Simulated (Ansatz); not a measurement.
Potential energy curve for NaCl, singlet.

Calculation: restricted PBE/aug-cc-pVDZ (Ansatz, an electronic-structure program).

The batch members p0 to p7 hold the bond at 1.88, 2.02, 2.14, 2.22, 2.30, 2.36, 2.45, 2.50 Å.

Ansatz input:

Ansatz 0.2 input:
```yaml
# input.yaml
basis:
  gaussian: { orbitals: aug-cc-pvdz }
hamiltonian:
  xc: pbe
batch:
  members: [p0.yaml, p1.yaml, p2.yaml, p3.yaml, p4.yaml, p5.yaml, p6.yaml, p7.yaml]

# p4.yaml, one of the 8 members of this batch
crystal:
  periodic: [false, false, false]
  atoms:
    - { symbol: Na, position_ang: [0.0, 0.0, 0.0] }
    - { symbol: Cl, position_ang: [0.0, 0.0, 2.3] }
total_charge: 0
magnetization:
  spin_polarized: false
```

Lines of the output on each member:

```
Member 0: Total energy: -16930.90701253 eV, -622.1993565296 hartree
Member 1: Total energy: -16931.88682858 eV, -622.2353641051 hartree
Member 2: Total energy: -16932.33164607 eV, -622.2517108466 hartree
Member 3: Total energy: -16932.49304286 eV, -622.2576420690 hartree
Member 4: Total energy: -16932.57766090 eV, -622.2607517246 hartree
Member 5: Total energy: -16932.60289839 eV, -622.2616791854 hartree
Member 6: Total energy: -16932.59522483 eV, -622.2613971873 hartree
Member 7: Total energy: -16932.57291583 eV, -622.2605773468 hartree
```

The restricted form behind RKS-PBE keeps the bonding electrons paired and can't separate into open-shell fragments.
